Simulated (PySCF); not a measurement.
# C4H8S: core ionisation energies

Species: C₄H₈S.
Cartesian coordinates in Å at the PBE0-D3(BJ)/def2-SVP level; atoms count from 1:
```
atom  x, y, z in Å
C1     2.4170    0.2894    0.5012
C2     1.2235   -0.5954    0.3601
C3    -0.0132   -0.1545    0.0984
S4    -1.4179   -1.1930   -0.0694
C5    -2.6948    0.0357   -0.4074
H6     2.8826    0.1814    1.4957
H7     2.1551    1.3493    0.3639
H8     3.1959    0.0344   -0.2376
H9     1.3872   -1.6738    0.4807
H10   -0.2052    0.9182   -0.0269
H11   -2.8097    0.7381    0.4310
H12   -2.4864    0.5886   -1.3350
H13   -3.6356   -0.5174   -0.5327
```

Method: PySCF, delta-SCF UKS SCAN, pcX-2 on the ionised atom, pcseg-1 elsewhere, spin-free X2C. These are vertical core ionisation energies against the vacuum level, from separate self-consistent calculations with and without the core hole.

Task: What binding energy does each computed site have?

Result: 
```
atom(s)                 bonded to  level  binding energy (eV)  above the level's lowest (eV)  count
     S4                       2 C   S 1s              2476.98                           0.00      1
     C5                 S and 3 H   C 1s               291.34                          +1.49      1
     C1                 C and 3 H   C 1s               290.70                          +0.85      1
     C3  S, C (double bond) and H   C 1s               290.57                          +0.72      1
     C2  C (double bond), C and H   C 1s               289.85                           0.00      1
```

The listed C 1s values span 1.49 eV, from C2 (bonded to C (double bond), C and H) to C5 (bonded to S and 3 H). The widest gap between neighbouring values is 0.72 eV, between 289.85 and 290.57 eV.

Task: Which photon wavelength matches the C 1s of C1 threshold?

Result: λ = hc/E = 12398.42 eV Å / 290.70 eV = 42.650 Å.

Task: Which photon energy gives electrons from C 1s of C1 a kinetic energy of 150 eV, and what is their de Broglie wavelength?

Result: hν = 290.70 + 150 = 440.70 eV, recoil neglected; λ = 12.264 Å/√(E/eV) = 1.00 Å.

Not every level is listed. One conformer (not necessarily the lowest) at the PBE0-D3(BJ)/def2-SVP geometry, without solvent, vibrations or thermal averaging.
